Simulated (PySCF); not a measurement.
## Broadened absorption spectrum of C3H6S

Species: C₃H₆S.
Atom-mapped SMILES: `[CH3:1][C@H:2]1[CH2:3][S:4]1` (hydrogens: H5, H6, H7 on C1; H8 on C2; H9, H10 on C3)

Theory: TDDFT PBE0/def2-SVPD, vertical, gas phase, core orbitals frozen in the response (PySCF 2.14.0, density-fitted response routines). Geometry: PBE0-D3(BJ)/def2-SVP; no solvent, vibrations or thermal averaging.

Each state is given a Gaussian of 0.3 eV full width at half maximum, with ε(max) = 2.175×10⁸ f / Δν̃ (Δν̃ the width in cm⁻¹). The width is an assumption, not a result. The curve ends short of the highest state used, and states not computed would add to its high-energy end.

| λ (nm) | ε (L mol⁻¹ cm⁻¹) |
| --- | --- |
| 164.5 | 3708 |
| 166.6 | 2096 |
| 168.7 | 791 |
| 170.8 | 215 |
| 172.9 | 120 |
| 175.0 | 209 |
| 177.1 | 415 |
| 179.2 | 931 |
| 181.3 | 1949 |
| 183.3 | 3031 |
| 185.4 | 3454 |
| 187.5 | 2883 |
| 189.6 | 2108 |
| 191.7 | 2109 |
| 193.8 | 3092 |
| 195.9 | 4342 |
| 198.0 | 4889 |
| 200.1 | 4350 |
| 202.2 | 3123 |
| 204.3 | 1857 |
| 206.4 | 936 |
| 208.5 | 405 |
| 210.6 | 152 |
| 212.7 | 49 |
| 214.8 | 14 |
| 216.9 | 3 |
| 219.0 | 1 |
| 221.1 | 0 |
| 223.1 | 0 |
| 225.2 | 0 |
| 227.3 | 0 |
| 229.4 | 0 |
| 231.5 | 0 |
| 233.6 | 0 |
| 235.7 | 0 |
| 237.8 | 0 |
| 239.9 | 1 |
| 242.0 | 2 |
| 244.1 | 3 |
| 246.2 | 5 |
| 248.3 | 7 |
| 250.4 | 9 |
| 252.5 | 10 |
| 254.6 | 10 |
| 256.7 | 9 |
| 258.8 | 8 |
| 260.9 | 6 |
| 263.0 | 4 |
| 265.0 | 3 |
| 267.1 | 2 |
| 269.2 | 1 |
| 271.3 | 0 |
| 273.4 | 0 |
| 275.5 | 0 |
| 277.6 | 0 |
| 279.7 | 0 |

Problem. Where are the band maxima, and which computed states make them?

Solution. 254 nm (4.88 eV), ε about 9.9, made up of S1 (100%); 198 nm (6.26 eV), ε about 4900, made up of S2 (10%) and S3 (90%); 185 nm (6.70 eV), ε about 3500, made up of S4 (99%) (ε in L mol⁻¹ cm⁻¹; maxima over ε = 5, shares over 10%). At its high-energy end, 7.54 eV, the curve is still rising (ε about 3800, from S6 and S7). The states used: S1 4.88 eV (f 0.0001); S2 6.14 eV (f 0.0087); S3 6.28 eV (f 0.049); S4 6.70 eV (f 0.038); S5 7.00 eV (f 0.0024); S6 7.56 eV (f 0.033); S7 7.77 eV (f 0.045); S8 7.93 eV (f 0.048); S9 8.00 eV (f 0.0088); S10 8.14 eV (f 0.0071).

Problem. What would ε be at 6.26 eV, the highest of these maxima, with half the width (0.15 eV)?

Solution. About 8840 L mol⁻¹ cm⁻¹ against 4890, a factor of about 1.8; a lone state at its own centre would give exactly 2.

Problem. On this curve, what absorbance would a 10⁻⁴ mol/L sample give at 248 nm over a 1 cm path?

Solution. 248 nm is 4.999 eV, where ε is about 6.5 L mol⁻¹ cm⁻¹, so A = ε c l ≈ 0.00065 (Beer–Lambert, with the gas-phase spectrum and the assumed width).

Problem. Coming from long wavelengths, where does ε first pass 100 L mol⁻¹ cm⁻¹?

Solution. At about 211 nm (5.87 eV), 0.98 eV above S1.

The vertical ionisation energy (ΔSCF) is 8.80 eV, 0.67 eV above S10.
